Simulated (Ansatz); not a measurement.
# C2H2F (SMILES C=[C]F): levels of theory compared

Aim: a comparison of 6 runs (U-r2SCAN0/STO-3G, UB3LYP/STO-3G, UBLYP/STO-3G, UCAM-B3LYP/STO-3G, UPBE0/STO-3G, UCCSD/STO-3G) of C2H2F. 

The results are computed with Ansatz 0.2.0.

52 further runs of the same task are left out: 1 that didn't finish, 51 set aside as unsound or not needed.

### 1 The system as given

C2H2F: 5 atoms, total charge 0, spin state doublet. As SMILES, `C=[C]F`. The C2–C1 distance was set to 1.964 Å, away from the relaxed value.

Bond lengths: C2–F3 1.302 Å, C1–H4 1.087 Å, C1–H5 1.080 Å. Angles: H4–C1–H5 119.4°. A long bond or contact: C1–C2 1.964 Å.

### 2 A single-point energy at U-r2SCAN0/STO-3G (run 1)

input.yaml reads:

```yaml
crystal:
  periodic: [false, false, false]
  atoms:
    - {symbol: C, position_ang: [1.028684, -0.497469, -0.210964]}
    - {symbol: C, position_ang: [-0.592700, 0.393700, 0.447100]}
    - {symbol: F, position_ang: [-1.725600, 0.629500, -0.148900]}
    - {symbol: H, position_ang: [1.075184, -0.887469, -1.224764]}
    - {symbol: H, position_ang: [1.885684, -0.603269, 0.438136]}
basis:
  gaussian:
    orbitals: STO-3G
magnetization:
  spin_polarized: true
  initial_magnetization: 1
hamiltonian:
  xc: {name: r2SCAN0}
accuracy: high
```

Command:

```sh
$ ansatz run input.yaml --threads 1 --pin off --max-ram 2610MiB --events-out events.jsonl --progress --plain --runs-dir runs
```

The log of the run:

```text
Warning: RAYON_NUM_THREADS=1 ignored (pool sized by the plan → 1); use --threads N
Functional definition: r2SCAN0
  name "r2SCAN0"
  parameter a = 0.25
  parameter k0 = 0.174
  parameter k1 = 0.065
  parameter a1 = 4.9479
  exchange = (1 - a)*r2scan_x(k0 = k0, k1 = k1, a1 = a1) + a*exact_x
  correlation = r2scan_c
289 factors; integrals over basis functions are off by at most 4.7e-8 eV
mean field evaluation 1: about -4747.6627 eV, gradient 9.1e0 eV
mean field evaluation 2: about -4746.4932 eV, gradient 1.5e1 eV
mean field evaluation 4: about -4748.4953 eV, gradient 1.5e0 eV
mean field evaluation 8: about -4748.5179 eV, gradient 2.4e-1 eV
mean field evaluation 16: about -4748.5217 eV, gradient 2.1e-4 eV
mean field evaluation 32: about -4748.6010 eV, gradient 7.2e-1 eV
mean field evaluation 64: about -4748.5217 eV, gradient 1.1e-2 eV
mean field -4748.73129093 eV, -174.5126561362 hartree, gradient 2.3e-8 eV, S^2 1.309970; 6 other end points of the search recorded, 0 dependent functions left out
reference -4748.73129140 eV, -174.5126561533 hartree; 12, 11 occupied and 5, 6 virtual orbitals, 289 factors
Total energy: -4748.73129140 eV, -174.5126561533 hartree
```

It took 3.9 s on 1 thread of AMD EPYC 9R45 (Zen 5), shared host; peak memory 0.23 GiB.

### 3 The energy at UB3LYP/STO-3G (run 2)

input.yaml, as its differences from that of step 2:

```diff
@@ -15,3 +15,3 @@
 hamiltonian:
-  xc: {name: r2SCAN0}
+  xc: {name: B3LYP}
 accuracy: high
```

Command:

```sh
$ ansatz run input.yaml --threads 1 --pin off --max-ram 2610MiB --events-out events.jsonl --progress --plain --runs-dir runs
```

The log of the run:

```text
Warning: RAYON_NUM_THREADS=1 ignored (pool sized by the plan → 1); use --threads N
Functional definition: B3LYP
  name "B3LYP"
  parameter a0 = 0.2
  parameter ax = 0.72
  parameter ac = 0.81
  exchange = (1 - a0 - ax)*slater_x + ax*b88_x + a0*exact_x
  correlation = (1 - ac)*vwn_rpa_c + ac*lyp_c
289 factors; integrals over basis functions are off by at most 4.7e-8 eV
mean field evaluation 1: about -4749.5088 eV, gradient 1.1e1 eV
mean field evaluation 2: about -4746.0017 eV, gradient 2.4e1 eV
mean field evaluation 4: about -4750.5449 eV, gradient 1.7e0 eV
mean field evaluation 8: about -4750.5397 eV, gradient 1.2e-1 eV
mean field evaluation 16: about -4750.6014 eV, gradient 1.1e0 eV
mean field evaluation 32: about -4750.5533 eV, gradient 1.4e0 eV
mean field -4750.62757105 eV, -174.5823431451 hartree, gradient 5.5e-8 eV, S^2 1.128821; 3 other end points of the search recorded, 0 dependent functions left out
reference -4750.62759450 eV, -174.5823440068 hartree; 12, 11 occupied and 5, 6 virtual orbitals, 289 factors
Total energy: -4750.62759450 eV, -174.5823440068 hartree
```

It took 1.6 s on 1 thread of AMD EPYC 9R45 (Zen 5), shared host.

Runs 3 to 4 aren't shown in full; the table further down has their settings and results.

### 4 The energy at UPBE0/STO-3G (run 5)

molecule.yaml reads:

```yaml
basis:
  gaussian:
    orbitals: STO-3G
crystal:
  periodic: [false, false, false]
  atoms:
    - {symbol: C, position_ang: [1.028684, -0.497469, -0.210964]}
    - {symbol: C, position_ang: [-0.592700, 0.393700, 0.447100]}
    - {symbol: F, position_ang: [-1.725600, 0.629500, -0.148900]}
    - {symbol: H, position_ang: [1.075184, -0.887469, -1.224764]}
    - {symbol: H, position_ang: [1.885684, -0.603269, 0.438136]}
magnetization:
  spin_polarized: true
  initial_magnetization: 1
hamiltonian:
  xc: {name: PBE0}
accuracy: high
```

Command:

```sh
$ ansatz run molecule.yaml --threads 1 --pin off --max-ram 2610MiB --events-out events.jsonl --progress --plain --runs-dir runs
```

The log of the run:

```text
Warning: RAYON_NUM_THREADS=1 ignored (pool sized by the plan → 1); use --threads N
Functional definition: PBE0
  name "PBE0"
[... 1 set-up line as earlier in the session ...]
  parameter kappa = 0.804
  parameter beta = 0.06672455060314922
  exchange = (1 - a)*pbe_x(kappa = kappa, mu = beta*pi^2/3) + a*exact_x
  correlation = pbe_c(beta = beta)
289 factors; integrals over basis functions are off by at most 4.7e-8 eV
mean field evaluation 1: about -4745.0599 eV, gradient 1.0e1 eV
mean field evaluation 2: about -4742.9941 eV, gradient 1.9e1 eV
mean field evaluation 4: about -4745.9685 eV, gradient 1.7e0 eV
mean field evaluation 8: about -4745.9783 eV, gradient 1.4e-1 eV
mean field evaluation 16: about -4745.9795 eV, gradient 9.4e-5 eV
mean field evaluation 32: about -4746.0704 eV, gradient 1.0e0 eV
mean field -4746.11079946 eV, -174.4163548506 hartree, gradient 2.8e-8 eV, S^2 1.202845; 3 other end points of the search recorded, 0 dependent functions left out
reference -4746.11080062 eV, -174.4163548933 hartree; 12, 11 occupied and 5, 6 virtual orbitals, 289 factors
Total energy: -4746.11080062 eV, -174.4163548933 hartree
```

It took 1.1 s on 1 thread of AMD EPYC 9R45 (Zen 5), shared host.

### 5 A single-point energy at UCCSD/STO-3G (run 6)

molecule.yaml, as its differences from that of step 4:

```diff
@@ -1,4 +1 @@
-basis:
-  gaussian:
-    orbitals: STO-3G
 crystal:
@@ -11,2 +8,5 @@
     - {symbol: H, position_ang: [1.885684, -0.603269, 0.438136]}
+basis:
+  gaussian:
+    orbitals: STO-3G
 magnetization:
@@ -14,4 +14,7 @@
   initial_magnetization: 1
-hamiltonian:
-  xc: {name: PBE0}
+correlation:
+  method: ccsd
+  frozen_orbitals: {C: 1, F: 1, H: 0}
 accuracy: high
+scf:
+  omitted_lower_state_checks: [cluster_reference, increment]
```

Command:

```sh
$ ansatz run molecule.yaml --threads 1 --pin off --max-ram 2610MiB --events-out events.jsonl --progress --plain --runs-dir runs
```

The log of the run:

```text
Warning: RAYON_NUM_THREADS=1 ignored (pool sized by the plan → 1); use --threads N
[... 15 lines left out ...]
3 core orbitals not correlated: weight in the atoms' cores, before any rotation towards them, 1.000 or more for the frozen orbitals, at most 0.000 for the correlated occupied ones
[... 51 lines left out ...]
Total energy: -4731.96120224 eV, -173.8963667438 hartree
Checks for a lower state left out: cluster_reference, increment
```

Run time: 0.2 s. Hardware: 1 thread of AMD EPYC 9R45 (Zen 5), shared host.

### 6 All runs side by side

```csv
run,level,frozen core orbitals,energy (Eh),⟨S²⟩,wall time
1,U-r2SCAN0/STO-3G,–,-174.512656,1.310,3.9 s
2,UB3LYP/STO-3G,–,-174.582344,1.129,1.6 s
3,UBLYP/STO-3G,–,-174.529272,0.996,1.7 s
4,UCAM-B3LYP/STO-3G,–,-174.494872,1.197,1.9 s
5,UPBE0/STO-3G,–,-174.416355,1.203,1.1 s
6,UCCSD/STO-3G,3,-173.896367,1.825,0.2 s
```

### 7 Results

| quantity | value |
| --- | --- |
| run 6: total energy | -173.89637 Eh |
| run 6: correlation energy (3 core orbitals frozen) | -134.4 mEh |
| run 6: ⟨S²⟩ of the reference determinant | 1.825 |
| run 6: T1 diagnostic | 0.044 |

What this shows: Totals of different functionals can't be ranked against each other. In runs 1, 2, 3, 4, 5, 6 the basis is minimal, so the values are rough. Spin contamination of the reference: run 6 ⟨S²⟩ = 1.82, run 1 ⟨S²⟩ = 1.31, run 5 ⟨S²⟩ = 1.20, run 4 ⟨S²⟩ = 1.20, run 2 ⟨S²⟩ = 1.13, run 3 ⟨S²⟩ = 1.00. Where it is this large, the reference is a mixture of spin states, and values that rest on it are in doubt. All runs together took 10 s, the longest 3.9 s.
